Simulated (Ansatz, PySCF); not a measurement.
This Ansatz (an electronic-structure program) input computes a CCSD(T)/cc-pVDZ energy:

Ansatz 0.2 input:
```yaml
crystal:
  periodic: [false, false, false]
  atoms:
    - {symbol: C, position_ang: [-0.16236090, -1.63160929, 0.00472890]}
    - {symbol: C, position_ang: [0.56869988, -0.51929546, -0.00222610]}
    - {symbol: C, position_ang: [-0.00500061, 0.78581138, -0.00177715]}
    - {symbol: H, position_ang: [-1.24346061, -1.60018079, 0.01115878]}
    - {symbol: H, position_ang: [0.31248639, -2.60293919, 0.00410686]}
    - {symbol: H, position_ang: [1.65159121, -0.55725999, -0.00865172]}
    - {symbol: N, position_ang: [-0.44694960, 1.85013432, -0.00156684]}
basis:
  gaussian:
    orbitals: cc-pVDZ
magnetization: {spin_polarized: false}
correlation: {method: ccsd_t, electrons: outside_noble_gas}
```

Problem. Write an input for the same energy in PySCF and say what it gives.

Solution. 
```python
from pyscf import gto, scf, mp, cc as ccmod

mol = gto.M(
    atom='''
    C    -0.16236090   -1.63160929    0.00472890
    C     0.56869988   -0.51929546   -0.00222610
    C    -0.00500061    0.78581138   -0.00177715
    H    -1.24346061   -1.60018079    0.01115878
    H     0.31248639   -2.60293919    0.00410686
    H     1.65159121   -0.55725999   -0.00865172
    N    -0.44694960    1.85013432   -0.00156684
    ''',
    basis='cc-pvdz',
    charge=0,
    spin=0,
    verbose=4,
)

mf = scf.RHF(mol)
mf.conv_tol = 1e-10
mf.max_cycle = 100
mf.kernel()
mp2 = mp.MP2(mf, frozen=4).run()
cc = ccmod.CCSD(mf, frozen=4)
cc.max_cycle = 100
cc.kernel()
et = cc.ccsd_t()
print(f'E(CCSD(T)) = {cc.e_tot + et:.9f}')
```
It gives -170.37013 Eh, and Ansatz -170.37013 Eh, a difference of 0.00 mEh.
